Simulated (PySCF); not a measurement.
Isomers of C3H4. Gas-phase values, no solvent. Strings in code marks are SMILES.

The dipole moment from two functionals at the same geometries (PBE0-D3(BJ)/def2-TZVP), both in PySCF: PBE-D3(BJ)/def2-TZVP and PBE0-D3(BJ)/def2-TZVP. 

| species | PBE-D3(BJ)/def2-TZVP (D) |
|---|---|
| `C#CC` | 0.86 |
| `C=C=C` | 0.00 |
| `C1=CC1` | 0.49 |

Problem. What does PBE0-D3(BJ)/def2-TZVP give for each?

Solution. 
- `C#CC`: 0.84
- `C=C=C`: 0.00
- `C1=CC1`: 0.49
Over these rows, drawn at random from the members with no instability flagged (it was tested for open shells, ions and some series alone), PBE minus PBE0-D3(BJ): mean +0.01 D, from -0.01 D to +0.02 D.
